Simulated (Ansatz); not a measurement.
# How methods differ on BSiH2F (SMILES B[Si]F)

The species is BSiH2F (5 atoms), meant as a triplet with charge 0. SMILES: `B[Si]F`. The shape is that of a GFN2-xTB optimisation.

```jsonl
{"atom": "B", "x (Å)": "0.2349", "y (Å)": "0.6857", "z (Å)": "-0.1241"}
{"atom": "Si", "x (Å)": "-0.8900", "y (Å)": "-0.8075", "z (Å)": "-0.2937"}
{"atom": "F", "x (Å)": "-0.5199", "y (Å)": "-2.1761", "z (Å)": "0.5589"}
{"atom": "H", "x (Å)": "-0.0003", "y (Å)": "1.6671", "z (Å)": "-0.7177"}
{"atom": "H", "x (Å)": "1.1753", "y (Å)": "0.6308", "z (Å)": "0.5765"}
```

Each level gives the energy change with the B1–H4 bond stretched from 1.171 to 2.927 Å (eV). The values are calculated.

| level | kind | program | value (eV) | less FCI/STO-3G | CPU time (all runs) |
| --- | --- | --- | --- | --- | --- |
| UHF/STO-3G | Hartree–Fock | Ansatz | 4.97 | -0.33 | 0.75 s |
| USVWN5/STO-3G | LDA | Ansatz | 6.39 | +1.09 | 4.7 s |
| UBLYP/STO-3G | GGA | Ansatz | 5.85 | +0.55 | 8.8 s |
| U-r2SCAN/STO-3G | meta-GGA | Ansatz | 5.69 | +0.39 | 24 s |
| UB3LYP/STO-3G | global hybrid | Ansatz | 5.97 | +0.67 | 14 s |
| UCAM-B3LYP/STO-3G | range-separated hybrid | Ansatz | 6.07 | +0.77 | 15 s |
| UMP2/STO-3G | perturbation theory | Ansatz | 5.27 | -0.03 | 0.74 s |
| UCCSDT(Q)/STO-3G | coupled cluster or CI | Ansatz | 5.30 | 0.00 | 8.2 s |
| FCI/STO-3G | exact in the basis | Ansatz | 5.30 | 0.00 | 3.4 min |

FCI/STO-3G is exact within its basis and frozen core, so for wave-function methods in that basis the difference is their error; functionals converge differently with the basis, so for them it is only a difference. The first shape isn't each level's own minimum. The values span 4.97 to 6.39 eV. Spin contamination of the reference (⟨S²⟩ at least 0.1 too high) touches UHF/STO-3G, USVWN5/STO-3G, UBLYP/STO-3G, U-r2SCAN/STO-3G, UB3LYP/STO-3G, UCAM-B3LYP/STO-3G, UMP2/STO-3G, UCCSDT(Q)/STO-3G. All rows use very small basis sets, so even the best lies far from the true value. Times are those of the runs behind each value, whatever else they computed, on shared processors of several kinds: orders of magnitude only.
